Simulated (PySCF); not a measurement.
## One molecule, a ladder of functionals, a line

Molecule: `C=CC(F)(F)F`, C3H3F3.

Numbering as in the mapped SMILES `[CH2:1]=[CH:2][C:3]([F:4])([F:5])[F:6]`; H(Xn) means a hydrogen on atom n. Ha(C1) is cis to C3; Hb(C1) is trans to C3.

GIAO shieldings (ppm, equivalent atoms averaged) in PySCF 2.14.0 with density-fitted response routines on the PBE0-D3(BJ)/def2-SVP geometry, basis pcSseg-2, gas phase, non-relativistic:

```tsv
functional	exact exchange (%)	σ(C2)	σ(C3)	σ(F4/F5/F6)
BLYP	0	35.2	37.0	238.9
BP86	0	39.7	42.1	240.6
PBE	0	39.5	42.1	239.5
B3LYP	20	38.7	45.4	252.4
mPW1PW91	25	43.3	51.4	257.4
BHandHLYP	50	44.4	57.5	270.0
HF	100	55.1	77.2	296.3
```

(1) Fit each shielding as a line in the percentage of exact exchange.

(2) What does the line predict for PBE0 (25 %), and what does the run give?

Results:

(1) σ(C2) = 37.6 + 0.17 x (rms 1.9 ppm); σ(C3) = 40.2 + 0.37 x (rms 2.0 ppm); σ(F4/F5/F6) = 240.6 + 0.57 x (rms 1.4 ppm). The functionals also differ in their semilocal parts, which the line can't hold; Hartree–Fock has no correlation at all.

(2) σ(C2): 41.9 predicted, 43.9 computed; σ(C3): 49.5 predicted, 52.1 computed; σ(F4/F5/F6): 254.8 predicted, 256.7 computed ppm.
